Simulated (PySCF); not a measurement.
PySCF input (B3PW91/6-31G* (5d)):

```python
from pyscf import gto, dft

mol = gto.M(
    atom='''
    C    -0.00000000   -0.00000000   -1.08079300
    S     0.00000000    0.00000000    0.40529737
    ''',
    basis='6-31g*',
    charge=1,
    spin=1,
    symmetry='C2v',
    verbose=4,
)

mf = dft.UKS(mol, xc='b3pw91')
mf.grids.level = 3
mf.conv_tol = 1e-9
mf.max_cycle = 100
mf.max_memory = 1500
mf.kernel()
if not mf.converged:
    mf = mf.newton()
    mf.kernel(mf.make_rdm1())
mf.dip_moment()
```

From the last part of the output:

```
alpha HOMO (B2) = -0.740759032464696  LUMO (B1) = -0.462551259243479
beta  HOMO (B2) = -0.725245425031693  LUMO (A1) = -0.620851951552736
  HOMO = -0.725245425032  LUMO = -0.620851951553  gap/eV = 2.84069
cycle= 2 E= -435.548279447835  delta_E= 0.124  |g|= 0.545  |ddm|= 0.638
alpha HOMO (B1) = -0.710676100089979  LUMO (B1) = -0.43173852421992
beta  HOMO (B2) = -0.700808568258064  LUMO (A1) = -0.547449195409654
  HOMO = -0.700808568258  LUMO = -0.54744919541  gap/eV = 4.17312
cycle= 3 E= -435.709019432196  delta_E= -0.161  |g|= 0.106  |ddm|= 0.51
alpha HOMO (B1) = -0.682242279097346  LUMO (B1) = -0.407386951539774
beta  HOMO (B2) = -0.671251313332898  LUMO (A1) = -0.519785495380754
  HOMO = -0.671251313333  LUMO = -0.519785495381  gap/eV = 4.12159
cycle= 4 E= -435.716346930163  delta_E= -0.00733  |g|= 0.0165  |ddm|= 0.139
alpha HOMO (B1) = -0.683798946088815  LUMO (B2) = -0.407543097990584
beta  HOMO (B1) = -0.673159780262569  LUMO (A1) = -0.511995126862565
  HOMO = -0.673159780263  LUMO = -0.511995126863  gap/eV = 4.38551
cycle= 5 E= -435.71693423264  delta_E= -0.000587  |g|= 0.00676  |ddm|= 0.0392
alpha HOMO (B2) = -0.683078468768468  LUMO (B1) = -0.40774241261549
beta  HOMO (B2) = -0.672208828323476  LUMO (A1) = -0.509052650896995
  HOMO = -0.672208828323  LUMO = -0.509052650897  gap/eV = 4.43971
cycle= 6 E= -435.717171745709  delta_E= -0.000238  |g|= 0.0045  |ddm|= 0.0286
alpha HOMO (B2) = -0.683755553759876  LUMO (B1) = -0.408576497745295
beta  HOMO (B1) = -0.672561617544538  LUMO (A1) = -0.506391245187977
  HOMO = -0.672561617545  LUMO = -0.506391245188  gap/eV = 4.52173
cycle= 7 E= -435.717342994974  delta_E= -0.000171  |g|= 0.00231  |ddm|= 0.0407
alpha HOMO (B1) = -0.683577784022346  LUMO (B1) = -0.408427579117244
beta  HOMO (B1) = -0.672494272936091  LUMO (A1) = -0.505475300424845
  HOMO = -0.672494272936  LUMO = -0.505475300425  gap/eV = 4.54482
cycle= 8 E= -435.717358598608  delta_E= -1.56e-05  |g|= 0.000376  |ddm|= 0.0131
alpha HOMO (B2) = -0.683608858283663  LUMO (B1) = -0.408435338228225
beta  HOMO (B2) = -0.672511885616819  LUMO (A1) = -0.505403206198443
  HOMO = -0.672511885617  LUMO = -0.505403206198  gap/eV = 4.54726
cycle= 9 E= -435.717358868405  delta_E= -2.7e-07  |g|= 4.07e-05  |ddm|= 0.00186
alpha HOMO (B1) = -0.683610122075757  LUMO (B2) = -0.408440646905297
beta  HOMO (B1) = -0.672526335564285  LUMO (A1) = -0.50542100070823
  HOMO = -0.672526335564  LUMO = -0.505421000708  gap/eV = 4.54717
cycle= 10 E= -435.717358870696  delta_E= -2.29e-09  |g|= 6.11e-06  |ddm|= 0.00015
alpha HOMO (B2) = -0.683609913994594  LUMO (B1) = -0.408440176320006
beta  HOMO (B2) = -0.672525953607617  LUMO (A1) = -0.505420256598103
  HOMO = -0.672525953608  LUMO = -0.505420256598  gap/eV = 4.54718
cycle= 11 E= -435.717358870726  delta_E= -3.06e-11  |g|= 1.47e-06  |ddm|= 1.32e-05
alpha HOMO (B2) = -0.683609841945435  LUMO (B1) = -0.408440194405038
beta  HOMO (B1) = -0.672526162830713  LUMO (A1) = -0.505419885085415
  HOMO = -0.672526162831  LUMO = -0.505419885085  gap/eV = 4.54719
Extra cycle  E= -435.717358870718  delta_E= 8.53e-12  |g|= 4.07e-06  |ddm|= 4.97e-06
converged SCF energy = -435.717358870718  <S^2> = 0.80533124  2S+1 = 2.0545863

WARN: System has nonzero charge 1; the dipole moment is origin-dependent.
Location of origin: [0. 0. 0.]

Dipole moment(X, Y, Z, Debye):  0.00000,  0.00000, -0.69080
```

The dipole moment of an ion depends on the origin.
